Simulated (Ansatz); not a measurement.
# AlBH₂ (triplet): wave-function methods side by side, def2-TZVPP

An exercise on one series of results from a longer session: the logs are not shown, and one member is left open.

Computed with Ansatz 0.2.0, Gaussian basis. Level: def2-TZVPP, core rule «outside noble gas», up to 6 orbitals frozen.

To be run: UHF; ROHF; CCSD(T) on UHF.

2 further runs of the same task are left out: 2 set aside as unsound or not needed.

## The geometry

The geometry is a PBE0/def2-TZVP stationary point (not a proven minimum).

4 atoms, charge 0, spin multiplicity 3.

Atoms are counted from 1 here; the program's logs count them from 0.

Bond lengths: B1–Al2 2.079 Å, Al2–H3 1.585 Å, Al2–H4 1.585 Å. Angles: B1–Al2–H3 117.0°, B1–Al2–H4 117.0°, H3–Al2–H4 125.9°.

Set-up of the first run:

File in.yaml:

```yaml
crystal:
  periodic: [false, false, false]
  atoms:
    - {symbol: B, position_ang: [0.000000, 0.000000, 1.551119]}
    - {symbol: Al, position_ang: [0.000000, 0.000000, -0.528209]}
    - {symbol: H, position_ang: [0.000000, -1.411327, -1.248716]}
    - {symbol: H, position_ang: [0.000000, 1.411327, -1.248716]}
basis:
  gaussian: {orbitals: def2-TZVPP}
magnetization: {spin_polarized: true, initial_magnetization: 2}
hamiltonian: {xc: hf}
output: {orbitals: {seedname: orbitals}}
```

Launch:

```console
> ansatz run in.yaml --threads 1 --pin off --events-out ev --progress --plain --max-ram 3968MiB --backend cpu
```

Among the steps run: UHF; ROHF; CCSD(T) on UHF.

One of the session's tables, all rows but one given; the rest of the session is left out.

```
  method  from UCCSD(T) (meV)
    ROHF              +4494.3
     UHF                    ?
    UMP2              +1048.8
   UCCSD               +132.0
UCCSD(T)                    0
```

Estimate the missing values for UHF.

**Answer.** from UCCSD(T) (meV): +4427.4. In the column «from UCCSD(T) (meV)» it lies between UMP2 (+1048.8) and ROHF (+4494.3).

With the free atoms at the same levels and basis (separate runs), the atomisation energy is 7.500 eV at UCCSD(T), 6.417 eV at ROHF.
